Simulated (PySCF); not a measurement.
**Nuclear quadrupole coupling in (LiH)2 ring**

(LiH)2 ring, Li2H2.
Structure used (PBE0-D3(BJ)/def2-SVP), in Å, numbered top down from 1:
```xyz
4
Li2H2 angstrom
Li     0.7735    0.4811   -0.6777
H     -0.7396    1.0996   -0.0633
Li    -0.7735   -0.4813    0.6775
H      0.7395   -1.0994    0.0634
```

Field gradients from the PBE0/pcSseg-1 density (PySCF, non-relativistic), principal values in atomic units, ordered |Vxx| ≤ |Vyy| ≤ |Vzz|:

```tsv
atom	Vxx	Vyy	Vzz
Li1	0.0091	0.0358	-0.0450
Li3	0.0091	0.0358	-0.0450
```

Find the asymmetry η = (Vxx − Vyy)/Vzz and the couplings χ = eQV/h (234.96 MHz × Q in barn × V in au), with Q(7Li) = −0.04 b.

| atom | environment | nucleus | η | χzz (MHz) | χxx (MHz) | χyy (MHz) |
| --- | --- | --- | --- | --- | --- | --- |
| Li1 | lithium bonded to 2 H | 7Li | 0.59 | 0.423 | -0.086 | -0.337 |
| Li3 | lithium bonded to 2 H | 7Li | 0.59 | 0.423 | -0.086 | -0.337 |

What is Vzz at Li1 in SI units (1 au = 9.71736 × 10²¹ V/m²)?

-0.0450 au = -0.437 × 10²¹ V/m².

Geometry: PBE0-D3(BJ)/def2-SVP; no solvent, vibrations or thermal averaging. The basis is small and wasn't made for field gradients, so the couplings can be 20 % off.

The run behind these numbers computed NMR shieldings as well. The run took 0.8 s wall on one thread of an Arm Neoverse V1 (shared host).
